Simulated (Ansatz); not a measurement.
System: solid chlorine. Method: PBE0 in Ansatz (plane waves, PAW).

Numerical settings: plane-wave cutoff 500 eV, 6×6×4 k mesh (along the axes of the cell as run), gaussian smearing 0.02 eV, scalar-relativistic PAW data made under PBE.

Cell (relaxed with r²SCAN):

Space group Cmce (No. 64); a = 6.5363 Å, b = 4.1339 Å, c = 8.2744 Å, α = 90.00°, β = 90.00°, γ = 90.00°

```
atom  site  symmetry       x       y       z
----  ----  --------  ------  ------  ------
Cl      8f       m..  0.0000  0.1193  0.1059
```
(The calculation used a cell of 4 atoms; values per cell refer to that cell.)

### Question
Estimate the band gap that the calculation returns.

### Answer

* **band gap**: 4.66 eV (on the SCF k mesh)

Note: the cell comes from a level without a dispersion term, which matters for the spacing of layers, chains or molecules; cell and atoms aren't relaxed at this level (largest force component 0.43 eV/Å).

The computed numbers hold no vibrational or temperature effects.

Ansatz is a quantum-chemistry and plane-wave program.
